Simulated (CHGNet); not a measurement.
# hcp Be

Level of theory: the machine-learned potential CHGNet-r²SCAN (trained on r²SCAN data).

Cell (relaxed at this level):

```cif
data_Be2
_chemical_formula_sum 'Be2'
_space_group_name_H-M_alt 'P 1'
_space_group_IT_number 1
_cell_length_a 2.24893
_cell_length_b 2.24893
_cell_length_c 3.62182
_cell_angle_alpha 90.000
_cell_angle_beta 90.000
_cell_angle_gamma 120.000
loop_
_space_group_symop_operation_xyz
  'x, y, z'
loop_
_atom_site_label
_atom_site_type_symbol
_atom_site_fract_x
_atom_site_fract_y
_atom_site_fract_z
_atom_site_occupancy
Be1 Be 0.66667 0.33333 0.75000 1
Be2 Be 0.33333 0.66667 0.25000 1
```

- equilibrium lattice constant a: 2.249 Å
- lattice parameter c: 3.622 Å

Measured, for comparison: lattice constant a 2.286 Å (293 K, no zero-point or thermal correction, our sources range from 2.286 to 2.290; as tabulated in Wikipedia's data pages); lattice parameter c 3.584 Å (293 K, no zero-point or thermal correction; as tabulated in Wikipedia's data pages). Computed (rounded) less measured: lattice constant a -1.6 % (-1.6 % to -1.8 % over the range), lattice parameter c +1.1 %. A static lattice is as a rule a little smaller and stiffer than an uncorrected measurement, which narrows the difference in the lattice constant a and would widen misses of the other sign.

A machine-learned potential is trained on density-functional data: it inherits that level's misses and adds fitting errors of its own.
